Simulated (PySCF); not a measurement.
Level of theory: PBE-D3(BJ)/def2-TZVP // PBE0-D4/def2-TZVP in PySCF 2.14.0. All species are isolated molecules in the gas phase. 

Reference species (SMILES): `[CH2]C` (neutral, multiplicity 2).

```json
{
  "highest_occupied_spin_orbital": "-4.54 eV"
}
```

Changed species: `[BH2]` (radical fragment; the reference has radical fragment).

What does the change do to the highest occupied spin orbital?

the highest occupied spin orbital decreases by 0.38 eV, to -4.92 eV.
